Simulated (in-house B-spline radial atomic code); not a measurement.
## Functionals against ionisation energies along an isoelectronic series: N to Al⁶⁺

Ionisation energies as differences of self-consistent total energies from a B-spline radial code for spherical atoms: all electrons, radial basis limit, scalar-relativistic (one-electron X2C), spin-polarised at highest spin, spherical densities; exact exchange is averaged over the determinants of each configuration. No spin-orbit coupling, Breit or QED terms. NIST's values run from ground level to ground level, so in open shells the differences also hold multiplet and fine-structure energies that spherical high-spin averages miss. Columns give computed minus NIST, in eV; a star marks a semi-empirical value. Species are left out where the tabulated value is theory, is uncertain by more than 0.12 eV, or (13 ions, such as In⁴⁺, Te⁴⁺ and Bi⁴⁺) lies off its series for all methods alike, which flatters the means a little.

| species | shell | NIST (eV) | LDA VWN5 | BP86 | SCAN | CAM-B3LYP | OLYP |
| --- | --- | --- | --- | --- | --- | --- | --- |
| N | 2p | 14.53 | +0.46 | +0.41 | +0.95 | +0.29 | +0.29 |
| O⁺ | 2p | 35.12 | ? | ? | ? | ? | ? |
| F²⁺ | 2p | 62.71* | +0.44 | +0.42 | +1.54 | +0.45 | +0.64 |
| Ne³⁺ | 2p | 97.19* | +0.46 | +0.49 | +1.88 | +0.56 | +0.86 |
| Mg⁵⁺ | 2p | 186.76 ± 0.06* | +0.52 | +0.67 | +2.59 | +0.81 | +1.33 |
| Al⁶⁺ | 2p | 241.76 ± 0.09* | +0.62 | +0.84 | +3.01 | +1.00 | +1.63 |

Q: What are the differences for O⁺ ([He] 2s2 2p3)?

A: LDA VWN5 +0.44; BP86 +0.40; SCAN +1.23; CAM-B3LYP +0.37; OLYP +0.45 eV.

Q: How do the methods rank, and which species is hardest?

A: Mean absolute (signed) differences: LDA VWN5 0.49 (+0.49) eV; BP86 0.54 (+0.54) eV; CAM-B3LYP 0.58 (+0.58) eV; OLYP 0.87 (+0.87) eV; SCAN 1.87 (+1.87) eV. For Al⁶⁺, which loses a 2p electron, the nearest method is off by +0.62 eV, the largest such miss.
